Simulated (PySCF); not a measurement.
Molecule: SMILES C[C@H](F)CCCl, C4H8ClF.

Cartesian coordinates in Å; atom numbers follow the order of the lines, from 1:
```xyz
14

C    -1.951   -0.019    0.180
C    -0.574   -0.192   -0.439
F    -0.447   -1.500   -0.882
C     0.557    0.086    0.550
C     1.924    0.048   -0.114
Cl    2.129    1.437   -1.220
H    -2.048   -0.647    1.062
H    -2.716   -0.306   -0.536
H    -2.103    1.020    0.460
H    -0.465    0.434   -1.334
H     0.393    1.059    1.012
H     0.533   -0.680    1.329
H     2.724    0.116    0.622
H     2.043   -0.855   -0.713
```

Frames of a GFN2-xTB Langevin trajectory at 300 K; GIAO PBE0/pcSseg-1 shieldings in PySCF 2.14, gas phase, non-relativistic; equivalent atoms averaged within each frame.

Referencing at the same level of theory: ¹³C (σref 186.93), ¹H (σref 31.72) against TMS; CFCl3 for ¹⁹F (σref 170.95); ³⁵Cl (σref 949.78) vs HCl. The references are static minima.

How do the shifts (ppm) fluctuate along the trajectory?

Results:


```csv
time (fs),C2,C4,C5,C1,F3,Cl6,H10,H14,H13,H12
250,96.6,52.6,44.1,20.6,-196.3,39,6.57,4.29,2.54,2.21
425,87.0,42.2,56.5,24.8,-209.6,155,5.47,3.65,3.63,1.14
625,87.6,49.5,57.6,23.0,-211.6,111,5.50,3.69,3.65,2.74
800,94.8,48.3,55.9,21.2,-193.2,95,5.32,5.05,3.55,1.51
1000,87.1,49.9,57.6,26.0,-194.7,117,5.58,4.81,2.97,2.33
mean of frames,90.6,48.5,54.3,23.1,-201.1,103,5.69,4.30,3.27,1.99
standard deviation,4.7,3.9,5.8,2.3,8.8,42,0.50,0.63,0.49,0.65
```

5 frames give an uncertainty of the mean of about the standard deviation over 2.2 at best, since frames this close in time may not be independent; classical motion lacks zero-point vibration, and the reference would need the same averaging.
